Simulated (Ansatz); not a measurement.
Members of the series CXY, Y = H; each row names its spin state. Gas-phase values, no solvent. One relaxed conformer stands for each flexible species; it need not be the lowest. Strings in code marks are SMILES.

Quantity: adiabatic spin-state energy, in eV. The DFT solution of `[CH2]`, `[CH][AlH2]`, `[C-]#[N+][CH]`, `[CH]F` and `[CH]Cl` is unstable or spin-contaminated; the geometry comes from it.

Level 1: r2SCAN/cc-pVTZ // PBE0-D3(BJ)/def2-TZVP (Ansatz, an electronic-structure program)
Level 2: r2SCAN0/cc-pVTZ // PBE0-D3(BJ)/def2-TZVP (Ansatz)

| species | level 1 | level 2 |
|---|---|---|
| `[CH2]`: multiplicity 3 minus multiplicity 1 | -0.96 | -1.00 |
| `[CH][AlH2]`: multiplicity 3 minus multiplicity 1 | -1.17 | -1.29 |
| `[CH]C=O`: multiplicity 3 minus multiplicity 1 | -0.400 | -0.68 |
| `[CH]N`: multiplicity 3 minus multiplicity 1 | 1.13 | 1.06 |
| `[C-]#[N+][CH]`: multiplicity 3 minus multiplicity 1 | -0.46 | -0.53 |
| `[CH]F`: multiplicity 3 minus multiplicity 1 | 0.126 | 0.060 |
| `[CH]O`: multiplicity 3 minus multiplicity 1 | 0.48 | 0.408 |
| `[CH]Cl`: multiplicity 3 minus multiplicity 1 | -0.187 | -0.283 |
